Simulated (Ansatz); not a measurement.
fcc Ni was calculated with PBEsol (Ansatz, a first-principles code, PAW).

Run with plane-wave cutoff 500 eV, 30×30×20 k mesh (along the axes of the cell as run), Fermi–Dirac smearing 0.1 eV, no spin polarisation, no spin polarisation, scalar-relativistic PAW data made under PBE.

Computed at the level's own relaxed cell.

Problem. Predict the equilibrium volume per atom and lattice constant a.

Solution. 
- equilibrium volume per atom = 10.35 Å³/atom
- lattice constant a = 3.460 Å

Measured, for comparison: equilibrium volume per atom 10.79 Å³/atom, lattice constant a 3.508 Å (static lattice: zero-point anharmonic expansion removed; as tabulated in Mejia-Rodriguez and Trickey (2018), arXiv:1807.09216). Computed (rounded) less measured: equilibrium volume per atom -4.1 %, lattice constant a -1.4 %.

The computed numbers hold no vibrational or temperature effects.

It cost around 5 core-minutes (rough) of CPU time.
